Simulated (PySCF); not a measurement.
Molecule: `InChI=1S/C4H7ClO/c5-4-1-2-6-3-4/h4H,1-3H2/t4-/m1/s1`.

Molfile (atoms numbered from 1):
```
C4H7ClO
     RDKit          3D

 13 13  0  0  0  0  0  0  0  0999 V2000
    1.9628    1.0600    3.2458 Cl  0  0  0  0  0  0  0  0  0  0  0  0
    1.6576    1.0551    1.4760 C   0  0  2  0  0  0  0  0  0  0  0  0
    0.2104    1.4199    1.1288 C   0  0  0  0  0  0  0  0  0  0  0  0
   -0.3817    0.0691    0.7415 C   0  0  0  0  0  0  0  0  0  0  0  0
    0.6803   -0.5927    0.1015 O   0  0  0  0  0  0  0  0  0  0  0  0
    1.8135   -0.3686    0.8934 C   0  0  0  0  0  0  0  0  0  0  0  0
    2.3786    1.7662    1.0557 H   0  0  0  0  0  0  0  0  0  0  0  0
   -0.3028    1.9204    1.9599 H   0  0  0  0  0  0  0  0  0  0  0  0
    0.2039    2.0941    0.2590 H   0  0  0  0  0  0  0  0  0  0  0  0
   -1.2283    0.1310    0.0441 H   0  0  0  0  0  0  0  0  0  0  0  0
   -0.7098   -0.4855    1.6442 H   0  0  0  0  0  0  0  0  0  0  0  0
    1.8696   -1.0897    1.7309 H   0  0  0  0  0  0  0  0  0  0  0  0
    2.7117   -0.4847    0.2701 H   0  0  0  0  0  0  0  0  0  0  0  0
  1  2  1  0
  2  3  1  0
  3  4  1  0
  4  5  1  0
  5  6  1  0
  6  2  1  0
  2  7  1  6
  3  8  1  0
  3  9  1  0
  4 10  1  0
  4 11  1  0
  6 12  1  0
  6 13  1  0
M  END
```

Geometry PBE0-D3(BJ)/def2-SVP throughout; GIAO in PySCF 2.14.0 with density-fitted response routines, gas phase, one conformer, non-relativistic; equivalent atoms averaged; basis pcSseg-1.

For orientation, BHandHLYP gives these shifts δ (against HCl, TMS, H2O at the same level): Cl1 162.6, C2 59.5, C3 40.1, O5 61.3, H7 3.91, H10 3.79, H12 3.30, H9 1.98, H8 1.72 ppm.

A run gave: Cl1 186.6, C2 60.6, C3 39.8, O5 82.0, H7 4.12, H10 3.90, H12 3.54, H9 2.06, H8 1.85 ppm (shifts δ (against HCl, TMS, H2O at the same level)).

Which functional was used in that run?
A. B97-2
B. B97-D
C. OPBE
D. BP86

## Answers

C. Cl1 tells them apart best: OPBE gives 186.6, BP86 gives 206.0, B97-2 gives 176.5, B97-D gives 194.6 ppm.
